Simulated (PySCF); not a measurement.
**singlet [N2H3]+: levels of theory compared**

We compute a comparison of 6 runs (PBE/STO-3G, MP2/STO-3G, BCCD(T)/STO-3G, CISD/STO-3G, CCSD(T)/STO-3G, FCI/STO-3G) of singlet [N2H3]+. The job is set up through a Python script.

The results are computed with PySCF 2.14.0.

8 further runs of the same task are left out: 8 set aside as unsound or not needed.

### Step 1. The system as given

[N2H3]+ has 5 atoms, charge +1, and is taken as a singlet. As SMILES of the parent species, `[NH]N`. The shape is that of a GFN2-xTB optimisation. This is one conformer, not always the lowest. That shape belongs to the parent species and isn't relaxed for this state.

Bond lengths: N1–N2 1.335 Å, N1–H3 1.020 Å, N2–H4 1.011 Å, N2–H5 1.017 Å. Angles: N1–N2–H4 112.8°, N1–N2–H5 121.7°, N2–N1–H3 109.8°, H4–N2–H5 116.1°.

### Step 2. The energy at PBE/STO-3G (run 1)

The input, mol.xyz:

```xyz
5

N     -0.174970    -0.805480     0.447260
N     -0.126270     0.251970    -0.365880
H      0.751750    -0.989150     0.831090
H     -1.043070     0.577800    -0.638700
H      0.592550     0.964850    -0.273770
```

The input, run.py:

```python
from pyscf import gto, dft

system = gto.M(
    atom='mol.xyz',
    verbose=4,
    basis='sto-3g',
    spin=0,
    max_memory=1860,
    charge=1,
)

myscf = dft.RKS(system, xc='pbe')
myscf.grids.level = 5
myscf.conv_tol = 1e-10
myscf.kernel()
if not myscf.converged:
    myscf = myscf.newton().run(myscf.mo_coeff, myscf.mo_occ)

etot = myscf.e_tot
print('Final energy', etot)
```

On the command line:

```
OMP_NUM_THREADS=1 python run.py
```

What it wrote:

```text
PySCF version 2.14.0

[... 74 lines left out ...]
converged SCF energy = -109.382777676028
Final energy -109.38277767602779
```

It took 1.6 s on 1 thread of Arm Neoverse V2, shared host; peak memory 0.17 GiB.

### Step 3. A single-point energy at MP2/STO-3G (run 2)

The input, geometry.xyz:

```xyz
5
H3N2
N     -0.174970    -0.805480     0.447260
N     -0.126270     0.251970    -0.365880
H      0.751750    -0.989150     0.831090
H     -1.043070     0.577800    -0.638700
H      0.592550     0.964850    -0.273770
```

The input, calc.py:

```python
from pyscf import gto, mp

mol = gto.M(
    atom='geometry.xyz',
    max_memory=1860,
    basis='sto-3g',
    spin=0,
    verbose=3,
    charge=1,
)

mf = mol.RHF()
mf.conv_tol = 1e-10
mf.kernel()
if not mf.converged:
    mf = mf.newton().run(mf.mo_coeff, mf.mo_occ)

pt = mp.MP2(mf, frozen=2).run()
etot = pt.e_tot
print(f'total energy: {etot:.8f} hartree')
```

On the command line:

```
OMP_NUM_THREADS=1 python calc.py
```

What it wrote:

```text
converged SCF energy = -108.900599149479
E(RMP2) = -109.034696999064  E_corr = -0.134097849584931
E(SCS-RMP2) = -109.041984942019  E_corr = -0.141385792539657
total energy: -109.03469700 hartree
```

Run time: 0.58 s. Hardware: 1 thread of Arm Neoverse V2, shared host; peak memory 0.12 GiB.

### Step 4. A single-point energy at BCCD(T)/STO-3G (run 3)

The input, job.py:

```python
from pyscf import gto, cc
from pyscf.cc.bccd import bccd_kernel_

mol = gto.M(
    atom='''
N     -0.330645    -1.522137     0.845199
N     -0.238616     0.476154    -0.691413
H      1.420602    -1.869223     1.570532
H     -1.971117     1.091884    -1.206968
H      1.119757     1.823302    -0.517350
''',
    basis='sto-3g',
    charge=1,
    spin=0,
    verbose=3,
    max_memory=1860,
    unit='bohr',
)

hf = mol.RHF()
hf.conv_tol = 1e-10
hf.kernel()
if not hf.converged:
    hf = hf.newton().run(hf.mo_coeff, hf.mo_occ)

mycc = cc.CCSD(hf, frozen=2).run()
mycc = bccd_kernel_(mycc, diis=True)
e_t = mycc.ccsd_t()
e_final = mycc.e_tot + e_t
print(f'total energy: {e_final:.8f} hartree')
```

On the command line:

```
OMP_NUM_THREADS=1 python job.py
```

What it wrote:

```text
converged SCF energy = -108.900599134667
E(CCSD) = -109.0660554504023  E_corr = -0.1654563157357205
BCCD loop starts.

[... 23 lines left out ...]
CCSD converged
[... 26 lines left out ...]
CCSD converged
[... 23 lines left out ...]
CCSD converged
[... 19 lines left out ...]
CCSD converged
[... 3 lines left out ...]
total energy: -109.06954212 hartree
```

It took 0.88 s on 1 thread of Arm Neoverse V2, shared host; peak memory 0.12 GiB.

Runs 4 to 5 aren't shown in full; the table further down has their settings and results.

### Step 5. The energy at FCI/STO-3G (run 6)

The input, input.xyz:

```xyz
5
H3N2
N     -0.174970    -0.805480     0.447260
N     -0.126270     0.251970    -0.365880
H      0.751750    -0.989150     0.831090
H     -1.043070     0.577800    -0.638700
H      0.592550     0.964850    -0.273770
```

The input, calc.py:

```python
from pyscf import gto, scf, mcscf

system = gto.Mole()
system.atom = 'input.xyz'
system.verbose = 4
system.max_memory = 1860
system.basis = 'sto-3g'
system.charge = 1
system.build()

mf = scf.RHF(system)
mf.conv_tol = 1e-10
mf.kernel()
if not mf.converged:
    mf = mf.newton().run(mf.mo_coeff, mf.mo_occ)

cas = mcscf.CASCI(mf, mf.mo_coeff.shape[-1] - 2, (system.nelec[0] - 2, system.nelec[1] - 2))  # full CI above the frozen core
cas.fix_spin_(ss=0.0)
cas.kernel()
energy = cas.e_tot
print('E(%s) = %.9f' % ('FCI', energy))
```

On the command line:

```
OMP_NUM_THREADS=1 python calc.py
```

What it wrote:

```text
PySCF version 2.14.0

[... 61 lines left out ...]
converged SCF energy = -108.900599149479
[... 1 line left out ...]
******** <class 'pyscf.mcscf.casci.CASCI'> ********
CAS (6e+6e, 11o), ncore = 2, nvir = 0
natorb = False
canonicalization = True
sorting_mo_energy = False
******** <class 'pyscf.fci.addons.SpinPenaltyFCISolver'> ********
max. cycles = 200
conv_tol = 1e-08
davidson only = True
linear dependence = 1e-12
level shift = 0.001
max iter space = 12
nroots = 1
pspace_size = 400
spin = None
Density matrix diagonal elements [1.9865975  1.98136276 1.97788464 1.96762662 1.87145199 1.95981031
 0.15262031 0.02775691 0.02353298 0.02810131 0.02325467]
CASCI converged
CASCI E = -109.071402575642  E(CI) = -43.0711765956690  S^2 = 0.0000000
E(FCI) = -109.071402576
```

It took 3.9 s on 1 thread of Arm Neoverse V2, shared host; peak memory 0.16 GiB.

### Step 6. The series

```tsv
run	level	integration grid	frozen core orbitals	energy (Eh)	HOMO energy (eV)	LUMO energy (eV)	HOMO–LUMO gap (eV)	wall time
1	PBE/STO-3G	5	–	-109.382778	-14.40	-11.82	2.59	1.6 s
2	MP2/STO-3G	–	2	-109.034697	-21.37	-5.08	16.29	0.58 s
3	BCCD(T)/STO-3G	–	2	-109.069542	–	–	–	0.88 s
4	CISD/STO-3G	–	2	-109.055383	-21.37	-5.08	16.29	0.58 s
5	CCSD(T)/STO-3G	–	2	-109.070356	-21.37	-5.08	16.29	0.68 s
6	FCI/STO-3G	–	2	-109.071403	-21.37	-5.08	16.29	3.9 s
```

### Step 7. Outcome

```
                                          quantity          value
                               run 6: total energy  -109.07140 Eh
        run 6: HOMO energy (Hartree–Fock orbitals)      -21.37 eV
        run 6: LUMO energy (Hartree–Fock orbitals)       -5.08 eV
      run 6: HOMO–LUMO gap (Hartree–Fock orbitals)       16.29 eV
run 6: correlation energy (2 core orbitals frozen)     -170.8 mEh
```

In words: Against full CI in this basis: MP2 +36.7 mEh; BCCD(T) +1.9 mEh; CISD +16.0 mEh; CCSD(T) +1.0 mEh. In run 5 the T1 diagnostic is large, so a single reference may not serve. In runs 1, 2, 3, 4, 5, 6 the basis is minimal, so the values are rough. All runs together took 8.2 s, the longest 3.9 s.
